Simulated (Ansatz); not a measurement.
We consider litharge SnO, described by PBE (Ansatz, a program for electronic structure, plane waves, PAW).

Numerical settings: plane-wave cutoff 520 eV, 10×10×8 k mesh (along the axes of the cell as run), perturbation theory, scalar-relativistic PAW data made under PBE.

Cell (relaxed at this level):

```xyz
4
Lattice="3.8672 0.0000 0.0000 0.0000 3.8672 0.0000 0.0000 0.0000 5.0734" Properties=species:S:1:pos:R:3 pbc="T T T"
Sn     1.9336     0.0000     3.9142
Sn     0.0000     1.9336     1.1592
O      1.9336     1.9336     0.0000
O      0.0000     0.0000     0.0000
```

Problem. Predict the high-frequency dielectric constant (mean over three axes) and static dielectric constant (mean over three axes).

Solution. 
high-frequency dielectric constant (mean over three axes): 7.10
static dielectric constant (mean over three axes): 18.5

Note: the cell comes from a level without a dispersion term, which matters for the spacing of layers, chains or molecules; the cell has widely spaced layers and the level no dispersion term, so their spacing and the moduli can rest on weak binding.

Spin–orbit coupling is not included.

Computing time: about 30 core-minutes (a rough figure).
